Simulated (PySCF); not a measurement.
BeH, SMILES [BeH], multiplicity 2.

Geometry: PBE0-D3(BJ)/def2-TZVPD. The spin state was assumed, not searched.

Computed with PBE/def2-TZVPD run with PySCF.

Isolated molecule, no solvent.

total energy: -15.21529 hartree
point group: C∞v
α spin, highest occupied and lowest empty level: -4.70 and -2.18 eV
β spin, highest occupied and lowest empty level: -8.01 and -2.41 eV
dipole moment: 0.25 D
mean static polarisability: 33.5 bohr³ (4.97 Å³)
polarisability, principal values: 27.4, 36.6, 36.6 bohr³
⟨S²⟩: 0.751 (pure state 0.75)
